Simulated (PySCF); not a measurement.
## Magnesium: a sound run and one with changed settings

Sound run: Mg [Ne] 3s2, Mg⁺ [Ne] 3s1. Calculation: PySCF 2.14, in def2-TZVP (5s4p3d, 32 functions); no relativity, point nucleus. The sound run starts from symmetry-adapted Hartree-Fock orbitals and uses a fine grid where one is needed.

Changed run: radial step 1.2 in ln r (0.13 in the sound run). This setting is unsound on purpose.

```json
{"species": "Mg", "method": "UHF", "sound run (hartree)": "-199.60663", "changed run (hartree)": "-199.60663", "converged": "yes"}
{"species": "Mg", "method": "PBE", "sound run (hartree)": "-199.94297", "changed run (hartree)": "-200.91441", "converged": "yes"}
{"species": "Mg", "method": "M06-2X", "sound run (hartree)": "-200.04949", "changed run (hartree)": "-200.20530", "converged": "yes"}
{"species": "Mg⁺", "method": "UHF", "sound run (hartree)": "-199.36368", "changed run (hartree)": "-199.36368", "converged": "yes"}
{"species": "Mg⁺", "method": "PBE", "sound run (hartree)": "-199.66248", "changed run (hartree)": "-200.65197", "converged": "yes"}
{"species": "Mg⁺", "method": "M06-2X", "sound run (hartree)": "-199.76348", "changed run (hartree)": "-199.92200", "converged": "yes"}
```

Ionisation energy of Mg:

```tsv
method	sound run (eV)	changed run (eV)
UHF	6.611	6.611
PBE	7.633	7.141
M06-2X	7.783	7.709
```

A coarse radial grid mis-integrates the density and the exchange-correlation energy, with errors of either sign; Hartree-Fock needs no grid.

For comparison, NIST gives 7.646 eV between the lowest levels.
